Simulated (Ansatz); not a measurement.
**PH₃O₄: basis-set convergence**

One table from this session's results is given with a row withheld; the runs are named, their logs left out.

Program: Ansatz 0.2.0, Gaussian basis. Level of theory: one geometry, several basis sets. These are calculated values, not measurements.

Plan: PBE0-D4/def2-SVP; ωB97M-V/def2-SVP; PBE0-D4/def2-QZVPP; ωB97M-V/def2-QZVPP; CCSD(T)/cc-pV(D+d)Z; CCSD(T)/cc-pV(T+d)Z; CCSD(T)/cc-pV(Q+d)Z; the functionals' def2-TZVPP values are taken from earlier runs.

### The geometry

An earlier PBE0-D4 in a triple-zeta def2 set relaxation fixed the geometry.

SMILES `O=P(O)(O)O`, 8 atoms, charge 0, spin multiplicity 1.

Atoms are counted from 1 here; the program's logs count them from 0.

Bond lengths: O1–P2 1.461 Å, P2–O3 1.584 Å, P2–O4 1.584 Å, P2–O5 1.584 Å, O3–H6 0.963 Å, O4–H7 0.963 Å, O5–H8 0.963 Å. Angles: O1–P2–O3 116.0°, O1–P2–O4 116.0°, O1–P2–O5 116.0°, O3–P2–O4 102.2°, O3–P2–O5 102.2°, O4–P2–O5 102.2°, P2–O3–H6 111.5°, P2–O4–H7 111.5°, P2–O5–H8 111.5°.

Coordinates:

```xyz
8
H3O4P
O    -1.27147    0.44641    0.87301
P    -0.11479    0.04000    0.07909
O     1.24129   -0.15163    0.87410
O     0.31417    1.02974   -1.08033
O    -0.24940   -1.33803   -0.68944
H     1.31258    0.47003    1.60580
H    -0.44870    1.47099   -1.46799
H    -0.78367   -1.96751   -0.19423
```

Set-up of the first run:

Contents of in.yaml:

```yaml
crystal:
  periodic: [false, false, false]
  atoms:
    - {symbol: O, position_ang: [-1.271474, 0.446408, 0.873009]}
    - {symbol: P, position_ang: [-0.114792, 0.040003, 0.079093]}
    - {symbol: O, position_ang: [1.241288, -0.151630, 0.874098]}
    - {symbol: O, position_ang: [0.314165, 1.029740, -1.080333]}
    - {symbol: O, position_ang: [-0.249404, -1.338025, -0.689444]}
    - {symbol: H, position_ang: [1.312585, 0.470026, 1.605805]}
    - {symbol: H, position_ang: [-0.448695, 1.470989, -1.467995]}
    - {symbol: H, position_ang: [-0.783673, -1.967512, -0.194233]}
basis:
  gaussian: {orbitals: def2-SVP}
hamiltonian: {xc: pbe0, dispersion: d4}
output: {orbitals: {seedname: orbitals}}
```

The run is started by

```console
ansatz run in.yaml --threads 2 --pin off --events-out ev --progress --plain --max-ram 32768MiB --backend cpu
```

Among the steps run: PBE0-D4 in def2-SVP; ωB97M-V in def2-SVP; PBE0-D4 in def2-QZVPP; ωB97M-V in def2-QZVPP.

One table of the session follows, with a row left open; its other results are not shown here.

It belongs to the step «Functionals by basis». 

| functional | basis | HOMO (eV) | LUMO (eV) |
| --- | --- | --- | --- |
| PBE0-D4 | def2-SVP | -8.47 | 0.96 |
| PBE0-D4 | def2-TZVPP | -8.79 | 0.28 |
| PBE0-D4 | def2-QZVPP | ? | ? |
| ωB97M-V | def2-SVP | -10.87 | 2.63 |
| ωB97M-V | def2-TZVPP | -11.23 | 1.74 |
| ωB97M-V | def2-QZVPP | -11.30 | 1.15 |

Estimate the missing values for PBE0-D4, def2-QZVPP.

As computed: HOMO (eV): -8.86; LUMO (eV): -0.09. In the column «HOMO (eV)» it lies between ωB97M-V, def2-SVP (-10.87) and PBE0-D4, def2-TZVPP (-8.79).
